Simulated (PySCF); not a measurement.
Run record: geometry optimisation, `C1=CC=CC=C1`.

Method: PBE0-D3(BJ)/def2-SVP geometry optimisation, gas phase (PySCF 2.14.0). Start geometry: GFN2-xTB. The input is one job of a driver script: a line of settings, then coordinates in Å.

Input:
```
{"job": {"xc": "PBE0", "basis": "def2-SVP", "d3": "d3bj", "grid": 1, "kind": "geom"}, "charge": 0, "multiplicity": 1}
C      0.955257     1.002107    -0.020850
C      1.345557    -0.326291    -0.014602
C      0.390424    -1.328534     0.003331
C     -0.955146    -1.002293     0.015758
C     -1.345527     0.326150     0.010127
C     -0.390269     1.328293    -0.007613
H      1.700830     1.784013    -0.035341
H      2.395560    -0.580808    -0.023765
H      0.695148    -2.365161     0.008233
H     -1.700583    -1.784294     0.029811
H     -2.395433     0.581151     0.020213
H     -0.694620     2.364981    -0.011329
```

Output:
```
step   0  E = -231.81027451  max force = 0.008697
step   1  E = -231.81148743  max force = 0.001325
step   2  E = -231.81149399  max force = 0.000070
optimisation converged
```

Energies in Eh; «max force» is the largest Cartesian gradient component in Eh/bohr.

Problem. Give the first gradient maximum in eV/Å.

Solution. With 1 Eh/bohr = 51.422 eV/Å, 0.447 eV/Å.

Problem. How much energy does the optimisation release, in eV?

Solution. E(step 0) − E(last step) = 0.001219 Eh, which is 0.033 eV.

In short: final energy -231.81149 Eh after 2 steps; dipole 0.00 D.

Problem. How long does this job take on one thread, Arm Neoverse V1 (aarch64) (shared host)? And the peak memory of the process?

Solution. About 9.1 s, with 0.50 GiB resident at the peak, the Python interpreter and its libraries included.
Labels such as C1 count atoms from 1, the log's own numbers from 0.
